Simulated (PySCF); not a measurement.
## Neon: a sound run and one with changed settings

Sound run: Ne [Ne], Ne⁺ [He] 2s2 2p5. Calculation: PySCF 2.14, in cc-pVTZ (4s3p2d1f, 30 functions); no relativity, point nucleus. In the sound run the correlated levels freeze 1s2. The sound run starts from symmetry-adapted Hartree-Fock orbitals and uses a fine grid where one is needed.

Changed run: initial guess atom, at most 50 SCF cycles.

```tsv
species	method	sound run (hartree)	changed run (hartree)	converged
Ne	UHF	-128.53186	-128.53186	yes
Ne	LDA	-128.21363	-128.21363	yes
Ne	CCSD(T)	-128.80245	-128.80245	yes
Ne⁺	MN15	-128.08163	-128.08163	yes
Ne⁺	MP2	-128.00571	-128.00571	yes
```

Here the plain start reaches the same solutions.
